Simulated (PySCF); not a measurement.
# Identify the compound

The spectra below were simulated for a compound C2H2N2.

¹H NMR (300 MHz, computed): δ 12.12 (br s, 1H), 7.50 (s, 1H).

¹³C{¹H} NMR (computed): δ 153.1 (CH), 120.5 (C).

[PySCF 2.14.0 with density-fitted response routines: geometry from PBE0-D3(BJ)/def2-SVP; GIAO PBE0/pcSseg-1 shieldings; J couplings at B3LYP/pcJ-1; no solvent model; non-relativistic Hamiltonian; one computed conformer]

δ = σ(ref) − σ, references computed at the same level: ¹H (31.27 ppm), ¹³C (184.41 ppm) against TMS.

Task: What is the structure?

Result: 
1. The formula gives 3 degrees of unsaturation (no ring in the answer).
2. 2 carbon signals for 2 carbons: no two carbons are equivalent.
3. Carbon types of the structure: 1 × C, 1 × CH, leaving 1 H on heteroatoms.
4. δC 153.1: C=N carbon.
5. δC 120.5: nitrile carbon; this is the usual window of a C≡N carbon, which has no attached hydrogen.
6. δH 12.12: hydrogen on an imine nitrogen; exchangeable, gas-phase position.
7. δH 7.50: hydrogen on a C=N carbon.

The compound is C-Cyanomethanimine.

OH/NH shifts are gas-phase values; hydrogen bonding in solution moves them, usually downfield. Shifts are as computed. Against solution values, carbons near 30 ppm lie about +2 ppm off and those near 130 ppm about +5 ppm. Of 1211 compounds with measured shifts, 218 miss one by over three times the rms of a fit or turn the order of signals round; such compounds aren't used in these exercises. Couplings to exchangeable protons are dropped.
